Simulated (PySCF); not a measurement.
Run record for `C=CC1=C[C@@H]1F`: HCTH407/def2-SVPD, start guess sap, TDA, 12 singlets.

Method: TDA HCTH407/def2-SVPD, vertical, gas phase, core orbitals frozen in the response (PySCF 2.14.0, density-fitted response routines). Geometry: GFN2-xTB. The input is one job of a driver script: a line of settings, then coordinates in Å.

Command:
```bash
OMP_NUM_THREADS=1 python probes_run.py task.json out
```

Input:
```
{"job": {"kind": "uv", "xc": "HCTH407", "basis": "def2-SVPD", "nstates": 12, "ntriplets": 0, "tda": true, "scf": {"guess": "sap"}}, "charge": 0, "multiplicity": 1}
C     -1.929393     0.225661    -0.331284
C     -1.043915    -0.616260     0.196310
C      0.357127    -0.367072     0.174242
C      1.596237    -0.675510     0.500117
C      1.413669     0.578018    -0.262386
F      1.540334     1.785594     0.410145
H     -1.616246     1.141114    -0.805109
H     -2.987386     0.032399    -0.297607
H     -1.355569    -1.533837     0.679000
H      2.299708    -1.294619     0.998898
H      1.730858     0.727182    -1.288290
```

Output:
```
final grid: 94504 points
cycle   1  E = -278.8810384962  dE =  1.187e+01  |g| = 5.820e+00  |ddm| = 9.955e+01
cycle   2  E = -239.5034955272  dE =  3.938e+01  |g| = 1.103e+01  |ddm| = 9.695e+01
cycle   3  E = -290.5857729688  dE = -5.108e+01  |g| = 3.012e+00  |ddm| = 5.463e+01
cycle   4  E = -288.1181734712  dE =  2.468e+00  |g| = 3.928e+00  |ddm| = 9.463e+00
cycle   5  E = -292.8660449582  dE = -4.748e+00  |g| = 8.998e-01  |ddm| = 5.846e+00
cycle   6  E = -292.7568151679  dE =  1.092e-01  |g| = 1.115e+00  |ddm| = 2.651e+00
cycle   7  E = -293.0405520321  dE = -2.837e-01  |g| = 1.390e-01  |ddm| = 1.504e+00
cycle   8  E = -293.0450760341  dE = -4.524e-03  |g| = 5.624e-02  |ddm| = 2.582e-01
cycle   9  E = -293.0458076752  dE = -7.316e-04  |g| = 2.335e-02  |ddm| = 1.116e-01
cycle  10  E = -293.0458756632  dE = -6.799e-05  |g| = 1.269e-02  |ddm| = 4.258e-02
cycle  11  E = -293.0459071078  dE = -3.144e-05  |g| = 6.464e-03  |ddm| = 2.835e-02
cycle  12  E = -293.0459187361  dE = -1.163e-05  |g| = 9.931e-04  |ddm| = 1.311e-02
cycle  13  E = -293.0459189977  dE = -2.616e-07  |g| = 2.965e-04  |ddm| = 2.515e-03
cycle  14  E = -293.0459190177  dE = -2.002e-08  |g| = 8.330e-05  |ddm| = 6.713e-04
cycle  15  E = -293.0459190194  dE = -1.707e-09  |g| = 2.152e-05  |ddm| = 2.570e-04
cycle  16  E = -293.0459190196  dE = -1.361e-10  |g| = 4.362e-06  |ddm| = 5.604e-05
converged SCF energy = -293.0459190196

Static polarisability (au): isotropic 62.279, principal 40.963 58.187 87.685

Singlet excitations
state   eV       nm        f      main configurations
  1   4.4676    277.5   0.00294   H-1->L 0.93
  2   5.4525    227.4   0.07373   H-2->L 0.79, H->L 0.17
  3   5.9480    208.4   0.42836   H->L 0.54, H-2->L 0.17, H-3->L 0.15
  4   6.6312    187.0   0.09535   H->L+1 0.66, H-3->L 0.22
  5   6.7566    183.5   0.08943   H->L+2 0.49, H->L+1 0.24, H-3->L 0.20
  6   7.0485    175.9   0.01376   H->L+3 0.73, H-1->L+1 0.25
  7   7.0771    175.2   0.04893   H-1->L+1 0.69, H->L+3 0.25
  8   7.2365    171.3   0.00491   H-4->L 0.74, H-1->L+2 0.22
  9   7.2517    171.0   0.00872   H->L+4 0.75, H-1->L+2 0.12
 10   7.2932    170.0   0.00144   H-5->L 0.94
 11   7.3721    168.2   0.00688   H-1->L+2 0.56, H-4->L 0.20, H->L+4 0.13
 12   7.4599    166.2   0.07844   H-1->L+3 0.95
```

H and L stand for HOMO and LUMO; the number after each pair is its weight.

Q: How does the lowest singlet excitation compare with the HOMO–LUMO gap?

A: HOMO -6.61 eV and LUMO -2.58 eV give a gap of 4.03 eV; S1 at 4.47 eV lies 0.44 eV above it.

Q: Give the mean polarisability as a volume in Å³, and the ratio of the largest to the smallest principal value.

A: 62.279 au × 0.148185 = 9.23 Å³; 87.685/40.963 = 2.14.

In short: SCF converged in 16 cycles with 163 basis and 581 fitting functions; HOMO -6.61 eV, LUMO -2.58 eV; lowest singlet 4.47 eV; mean polarisability 62.3 au.

The run took 22 s wall on one thread, Intel Xeon Platinum 8488C (x86_64) (shared host), and the process peaked at 0.50 GiB of memory.

The values belong to the conformer `[CH2:1]=[CH:2][C:3]1=[CH:4][C@@H:5]1[F:6]`: C1–C2–C3–C4 175°.
